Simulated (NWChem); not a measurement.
System: difluoromethane (CH₂F₂); SMILES FCF

```xyz
5

F      1.1104     0.0000    -0.2897
C      0.0000     0.0000     0.4951
F     -1.1104     0.0000    -0.2897
H      0.0000     0.9226     1.1222
H      0.0000    -0.9226     1.1222
```
Atoms are numbered in this order, from 1.

All runs: NWChem. Pople sets run with spherical d functions. STO-3G and 3-21G are far too small for this property and stand as cheap habits. The geometry was optimised at PBE-D3(BJ)/def2-SVP. B3LYP is NWChem's, with the RPA form of VWN correlation. Vertical excitations in the gas phase; the lowest state need not have the same character in each row.

**Question.** Taking B3LYP/def2-TZVPD, TDA as the yardstick, which of these has the fewest basis functions while keeping “lowest excitation, singlet (eV)” within 0.2 eV of it: B3LYP/6-31G*, TDA; B3LYP/aug-cc-pVDZ, TDA; B3LYP/def2-TZVP, TDA; B3LYP/6-31+G*, TDA; B3LYP/def2-SVPD, TDA; B3LYP/3-21G, TDA; B3LYP/def2-SVP, TDA?

**Answer.** B3LYP/6-31+G*, TDA (a larger set in the list lies outside the tolerance).
```
level                   basis functions  lowest excitation, singlet (eV)  relative time (rough)
----------------------  ---------------  -------------------------------  ---------------------
B3LYP/3-21G, TDA                     31                            10.98                      1
B3LYP/6-31G*, TDA                    46                            10.81                      2
B3LYP/def2-SVP, TDA                  52                             9.98                      3
B3LYP/6-31+G*, TDA                   58                             8.85                      3
B3LYP/def2-SVPD, TDA                 82                             9.06                      5
B3LYP/aug-cc-pVDZ, TDA               87                             8.44                      8
B3LYP/def2-TZVP, TDA                105                             9.71                     10
B3LYP/def2-TZVPD, TDA               135                             8.73                     20
```

The yardstick is one finite set, not the basis-set limit.
